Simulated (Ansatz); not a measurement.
Two shapes of doublet C2H.

Shape 1:

```xyz
3

H     0.0075    0.0021   -1.5467
C     0.0061   -0.0062   -0.4718
C    -0.0032    0.0034    0.7267
```

Shape 2:

```xyz
3

H    -0.0046   -0.0658   -1.5099
C    -0.0280   -0.1393   -0.4778
C     0.0226    0.0452    0.8875
```

Basis set: STO-3G (spherical functions). Correlated methods keep 2 orbitals frozen. Charge 0, multiplicity 2.

Computed with Ansatz (development build ahead of 0.2.0); each method stands on the lowest determinant of its kind that the runs found.

(1) Which shape is lower in energy, and by how much in each method?

Results:

(1)

```tsv
method	E(2) − E(1) (eV)
UHF	0.624
UHF-MP2	1.518
```

Shape 1 is lower. Caution: the unrestricted determinant is a mixture of spin states. Caution for UHF-MP2: bonds are stretched, where a single reference can fail.
